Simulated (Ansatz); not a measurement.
# Isomers of SiNH4O

3 of its isomers, all doublets with charge 0: A = `[NH][SiH2]O`; B = `N[SiH2][O]`; C = `N[SiH]O`.

Shapes, held fixed at every level: PBE0-D4/def2-TZVP. Flexible molecules stand in one conformer, not always the lowest. Programs: Ansatz 0.2.0.

A:

```xyz
7

N    -1.2197   -0.3626    0.6667
Si    0.1166    0.2121   -0.2900
O     1.3985   -0.7951   -0.1469
H    -2.1010    0.1255    0.4963
H    -0.1843    0.2630   -1.7421
H     0.4146    1.5772    0.2362
H     1.6366   -1.0880    0.7342
```

B:

```xyz
7

N    -0.9049    0.1607   -0.5472
Si    0.5794   -0.0133    0.2619
O     0.8509   -1.3120    1.2560
H    -1.0623   -0.2653   -1.4454
H    -1.7684    0.3253   -0.0565
H     0.7314    1.0767    1.2671
H     1.6351   -0.0403   -0.7816
```

C:

```xyz
7

N    -0.6949    0.5483   -0.5752
Si    0.2931    0.1590    0.7813
O     1.6229   -0.6724    0.2703
H    -0.3559    1.1681   -1.2948
H    -1.6858    0.6732   -0.4329
H    -0.5991   -0.6619    1.6647
H     1.4809   -1.2824   -0.4590
```

Electronic energies in kJ/mol, without zero-point or thermal terms.

Q: From chemical knowledge, estimate the order of stability.

A: C < A < B in rising energy, over a span of 109 kJ/mol, by CCSD(T)/CBS estimate. All levels agree on that. The B − A difference spans +6.8 to +27.0 kJ/mol over the levels. Open shells run unrestricted unless RO is named. The CBS estimate extrapolates MP2 from def2-TZVPP and def2-QZVPP and adds CCSD(T) − MP2 in the triple-zeta set, cores frozen.

| level | kind | B − A | C − A |
| --- | --- | --- | --- |
| HF/def2-TZVPP | Hartree–Fock | +6.8 | -34.0 |
| SPW92/def2-TZVPP | LDA | +15.4 | -116.9 |
| BHLYP-D4/def2-TZVPP | global hybrid | +15.5 | -65.0 |
| r2SCAN0-D4/def2-TZVPP | global hybrid | +20.6 | -77.2 |
| wB97M-V/def2-TZVPP | range-separated hybrid | +18.6 | -76.1 |
| CCSD/def2-SVP | coupled cluster or CI | +15.2 | -70.5 |
| CCSD(T)/CBS estimate | coupled cluster or CI | +27.0 | -82.2 |
